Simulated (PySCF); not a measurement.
# C₄H₇N: NMR shifts and spin-spin couplings

What NMR shifts and spin-spin couplings should C₄H₇N (`N[C@H]1[C@H]2C[C@@H]12`) show?

Computed with PySCF 2.14.0, with density-fitted response routines of our own, on a single molecule in the gas phase. Atoms count from 0, in the outputs and in this text.

**1. The molecule as given**

12 atoms, charge 0, multiplicity 1; geometry from: GFN2-xTB.

Bonds of the start (Å): N0–C1 1.44, C1–C2 1.50, C2–C3 1.50, C3–C4 1.50, C4–C1 1.50, C4–C2 1.49, N0–H5 1.01, N0–H6 1.01, C1–H7 1.10, C2–H8 1.07, C3–H9 1.08, C3–H10 1.08, C4–H11 1.07.

**2. Shielding tensors: PBE0/pcSseg-1**

The job: settings as JSON, then the geometry in Å.

```
{"job": {"kind": "nmr", "xc": "PBE0", "basis": "pcSseg-1"}, "charge": 0, "multiplicity": 1}
N     -1.506087     0.550276     0.378650
C     -0.643824    -0.528037    -0.027327
C      0.518150    -0.236906    -0.923517
C      1.190535     0.747539    -0.018914
C      0.754176    -0.585540     0.502833
H     -1.962577     0.330259     1.256823
H     -2.221289     0.717002    -0.320334
H     -1.132804    -1.498346    -0.182979
H      0.820042    -0.663957    -1.855992
H      2.253088     0.904865    -0.155910
H      0.639420     1.625285     0.286741
H      1.292369    -1.363125     1.002080
```

Method: GIAO PBE0/pcSseg-1 NMR shielding, non-relativistic, gas phase.

**Question.** This job is followed by: B3LYP/pcJ-1 indirect spin-spin coupling, non-relativistic, gas phase. What will the session give for the following? 13C shifts against TMS (PBE0/pcSseg-1, means over atoms taken as alike); 1H shifts against TMS (PBE0/pcSseg-1, means over atoms taken as alike); 15N shifts against NH3 (PBE0/pcSseg-1); largest coupling of the table (B3LYP/pcJ-1).

**Answer**, as computed:

| quantity | value |
| --- | --- |
| 13C shifts against TMS (PBE0/pcSseg-1, means over atoms taken as alike) | 54.5, 25.1, 10.0 ppm |
| 1H shifts against TMS (PBE0/pcSseg-1, means over atoms taken as alike) | 3.80, 2.32, 1.87, 1.31, 0.42 ppm |
| 15N shifts against NH3 (PBE0/pcSseg-1) | 34.7 ppm |
| largest coupling of the table (B3LYP/pcJ-1) | 1J(C,H) C2–H8, 216.9 Hz |

What this shows: Of the pairs tabulated at B3LYP/pcJ-1, C2–H8 (mean over like pairs) couples most strongly (216.9 Hz; Fermi contact 216.0 Hz). Couplings across rotatable bonds belong to this one conformer; where others are populated, the observed values are averages.
